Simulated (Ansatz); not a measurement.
Basis-set extrapolation for C₂H₃F₃O (`OCC(F)(F)F`) (PBE0-D4/def2-TZVP geometry, frozen core, the Gaussian-basis code of Ansatz). Multiplicity 1, RHF reference.

```
                      def2-TZVPP   def2-QZVPP
                 HF  -450.869103  -450.888890
    MP2 correlation    -1.308882    -1.423120
CCSD(T) correlation    -1.368744      not run
```

Energies in hartree. Use E(X) = E(∞) + A·exp(−7.88·√X) for Hartree–Fock and E(X) = E(∞) + B·X^(−2.97) for correlation, with X = 3 and 4, and add CCSD(T) minus MP2 of the smaller set to the MP2 limit.

**Question.** What is the CCSD(T) energy at the basis-set limit?

**Answer.** HF limit: -450.888890 + (-0.019787) × 0.13774 = -450.89162. MP2 limit: -1.423120 + (-0.114238) × 0.74074 = -1.50774. Higher-order term: -1.368744 − (-1.308882) = -0.05986. Total: -452.45922 hartree, 6.02 eV below CCSD(T)/def2-TZVPP.
